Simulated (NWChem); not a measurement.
System: propane (C₃H₈); SMILES CCC

NWChem input:

```
start job
memory heap 200 mb stack 900 mb global 1100 mb
geometry units angstroms noautoz
  C     -1.277420     0.000000     0.259762
  C      0.000000     0.000000    -0.586409
  C      1.277420     0.000000     0.259762
  H     -2.176115     0.000000    -0.367989
  H     -1.322927    -0.884620     0.907322
  H     -1.322927     0.884620     0.907322
  H      0.000000     0.877809    -1.246861
  H      0.000000    -0.877809    -1.246861
  H      2.176115     0.000000    -0.367989
  H      1.322927     0.884620     0.907322
  H      1.322927    -0.884620     0.907322
end
basis spherical
  * library def2-svp
end
dft
  xc xtpss03 ctpss03
  iterations 200
end
task dft gradient
```

Parts of the log:

```
             Northwest Computational Chemistry Package (NWChem) 7.3.0
             --------------------------------------------------------

 C2V symmetry detected

                             Geometry "geometry" -> ""
                             -------------------------

 Output coordinates in angstroms (scale by  1.889725989 to convert to a.u.)

  No.       Tag          Charge          X              Y              Z
 ---- ---------------- ---------- -------------- -------------- --------------
    1 C                    6.0000    -1.27742000     0.00000000     0.25982823
    2 C                    6.0000     0.00000000     0.00000000    -0.58634277
    3 C                    6.0000     1.27742000     0.00000000     0.25982823
    4 H                    1.0000    -2.17611500     0.00000000    -0.36792277
    5 H                    1.0000    -1.32292700    -0.88462000     0.90738823
    6 H                    1.0000    -1.32292700     0.88462000     0.90738823
    7 H                    1.0000     0.00000000     0.87780900    -1.24679477
    8 H                    1.0000     0.00000000    -0.87780900    -1.24679477
    9 H                    1.0000     2.17611500     0.00000000    -0.36792277
   10 H                    1.0000     1.32292700     0.88462000     0.90738823
   11 H                    1.0000     1.32292700    -0.88462000     0.90738823

 Effective nuclear repulsion energy (a.u.)      82.2484337170

      Symmetry information
      --------------------

 Group name             C2v
 Group number             16
 Group order               4
 No. of unique centers     5

                                 NWChem DFT Module
                                 -----------------

 Summary of "ao basis" -> "ao basis" (spherical)
 ------------------------------------------------------------------------------
       Tag                 Description            Shells   Functions and Types
 ---------------- ------------------------------  ------  ---------------------
 C                          def2-svp                 6       14   3s2p1d
 H                          def2-svp                 3        5   2s1p

      Symmetry analysis of basis
      --------------------------

        a1         30
        a2         12
        b1         23
        b2         17

            General Information
            -------------------
          SCF calculation type: DFT
          Wavefunction type:  closed shell.
          No. of atoms     :    11
          No. of electrons :    26
           Alpha electrons :    13
            Beta electrons :    13
          Charge           :     0
          Spin multiplicity:     1
          Use of symmetry is: on ; symmetry adaption is: on
          Maximum number of iterations: 200
          AO basis - number of functions:    82
                     number of shells:    42
          Convergence on energy requested:  1.00D-06
          Convergence on density requested:  1.00D-05
          Convergence on gradient requested:  5.00D-04

              XC Information
              --------------
                  TPSS metaGGA Exchange Functional  1.000
             TPSS03 metaGGA Correlation Functional  1.000

             Grid Information
             ----------------
          Grid used for XC integration:  medium
          Radial quadrature: Mura-Knowles
          Angular quadrature: Lebedev.
          Tag              B.-S. Rad. Rad. Pts. Rad. Cut. Ang. Pts.
          ---              ---------- --------- --------- ---------
          C                   0.70       49          10.0       434
          H                   0.35       45          11.0       434
          Grid pruning is: on
          Number of quadrature shells:   233
          Spatial weights used:  Erf1

      Superposition of Atomic Density Guess
      -------------------------------------

 Sum of atomic energies:        -116.86866365

      Non-variational initial energy
      ------------------------------

 Total energy =    -119.036848
 1-e energy   =    -317.161615
 2-e energy   =     115.876334
 HOMO         =      -0.397559
 LUMO         =       0.094957

      Symmetry analysis of molecular orbitals - initial
      -------------------------------------------------

  Numbering of irreducible representations:

     1 a1          2 a2          3 b1          4 b2

  Orbital symmetries:

     1 a1          2 b1          3 a1          4 a1          5 b1
     6 a1          7 b2          8 a1          9 b1         10 a2
    11 b1         12 a1         13 b2         14 a1         15 b1
    16 a1         17 b2         18 a1         19 b1         20 b2
    21 a2         22 a1         23 b1

   convergence    iter        energy       DeltaE   RMS-Dens  Diis-err
 ---------------- ----- ----------------- --------- --------- ---------
 d= 0,ls=0.0,diis     1   -119.0493562782 -2.01D+02  6.17D-03  1.89D-01
 d= 0,ls=0.0,diis     2   -119.0755379453 -2.62D-02  1.91D-03  1.65D-02
 d= 0,ls=0.0,diis     3   -119.0756063343 -6.84D-05  1.06D-03  1.52D-02
 d= 0,ls=0.0,diis     4   -119.0776467218 -2.04D-03  9.86D-05  6.50D-05
 d= 0,ls=0.0,diis     5   -119.0776558119 -9.09D-06  2.42D-05  5.48D-06
 d= 0,ls=0.0,diis     6   -119.0776564120 -6.00D-07  7.54D-06  7.34D-07

         Total DFT energy =     -119.077656412007
      One electron energy =     -320.965033723840
           Coulomb energy =      138.916610896067
    Exchange-Corr. energy =      -19.277667301217
 Nuclear repulsion energy =       82.248433716983

 Numeric. integr. density =       26.000012902666

                  Occupations of the irreducible representations
                  ----------------------------------------------

                     irrep           alpha         beta
                     --------     --------     --------
                     a1                6.0          6.0
                     a2                1.0          1.0
                     b1                4.0          4.0
                     b2                2.0          2.0

                       DFT Final Molecular Orbital Analysis
                       ------------------------------------

 Vector   11  Occ=2.000000D+00  E=-2.990212D-01  Symmetry=b1
              MO Center=  3.2D-16, -3.0D-19, -9.8D-02, r^2= 3.0D+00
   Bfn.  Coefficient  Atom+Function         Bfn.  Coefficient  Atom+Function
  ----- ------------  ---------------      ----- ------------  ---------------
    18     -0.335932   2 C  px                4      0.332978   1 C  px
    32      0.332978   3 C  px               43     -0.245857   4 H  s
    68      0.245857   9 H  s                 7      0.152686   1 C  px
    35      0.152686   3 C  px               44     -0.136928   4 H  s
    69      0.136928   9 H  s                21     -0.117788   2 C  px

 Vector   12  Occ=2.000000D+00  E=-2.978807D-01  Symmetry=a1
              MO Center=  7.4D-16, -3.1D-14, -1.2D-01, r^2= 2.7D+00
   Bfn.  Coefficient  Atom+Function         Bfn.  Coefficient  Atom+Function
  ----- ------------  ---------------      ----- ------------  ---------------
    20      0.340257   2 C  pz                6     -0.264537   1 C  pz
    34     -0.264537   3 C  pz               58     -0.187982   7 H  s
    63     -0.187982   8 H  s                23      0.147599   2 C  pz
    48     -0.136330   5 H  s                53     -0.136330   6 H  s
    73     -0.136330  10 H  s                78     -0.136330  11 H  s

 Vector   13  Occ=2.000000D+00  E=-2.902672D-01  Symmetry=b2
              MO Center=  7.1D-17,  2.9D-14, -2.0D-01, r^2= 2.8D+00
   Bfn.  Coefficient  Atom+Function         Bfn.  Coefficient  Atom+Function
  ----- ------------  ---------------      ----- ------------  ---------------
    19      0.322585   2 C  py               58      0.272937   7 H  s
    63     -0.272937   8 H  s                 5     -0.202453   1 C  py
    33     -0.202453   3 C  py               48      0.182638   5 H  s
    53     -0.182638   6 H  s                73     -0.182638  10 H  s
    78      0.182638  11 H  s                59      0.153734   7 H  s

 Vector   14  Occ=0.000000D+00  E= 5.053859D-02  Symmetry=a1
              MO Center=  1.3D-15,  1.6D-18, -6.7D-02, r^2= 6.8D+00
   Bfn.  Coefficient  Atom+Function         Bfn.  Coefficient  Atom+Function
  ----- ------------  ---------------      ----- ------------  ---------------
     3      1.304928   1 C  s                31      1.304928   3 C  s
    17      1.161254   2 C  s                59     -0.740884   7 H  s
    64     -0.740884   8 H  s                44     -0.680254   4 H  s
    69     -0.680254   9 H  s                49     -0.643715   5 H  s
    54     -0.643715   6 H  s                74     -0.643715  10 H  s

[...]

                         DFT ENERGY GRADIENTS

    atom               coordinates                        gradient
                 x          y          z           x          y          z
   1 C      -2.413974   0.000000   0.491004   -0.003115   0.000000   0.002685
   2 C       0.000000   0.000000  -1.108027    0.000000   0.000000  -0.005511
   3 C       2.413974   0.000000   0.491004    0.003115   0.000000   0.002685
   4 H      -4.112261   0.000000  -0.695273    0.004477   0.000000   0.003180
   5 H      -2.499970  -1.671689   1.714715    0.000203   0.004496  -0.003238
   6 H      -2.499970   1.671689   1.714715    0.000203  -0.004496  -0.003238
   7 H       0.000000   1.658818  -2.356100    0.000000  -0.004364   0.003366
   8 H       0.000000  -1.658818  -2.356100    0.000000   0.004364   0.003366
   9 H       4.112261   0.000000  -0.695273   -0.004477   0.000000   0.003180
  10 H       2.499970   1.671689   1.714715   -0.000203  -0.004496  -0.003238
  11 H       2.499970  -1.671689   1.714715   -0.000203   0.004496  -0.003238
```

Level: TPSS/def2-SVP. Geometry: optimised at B3LYP/6-31G* (spherical d).
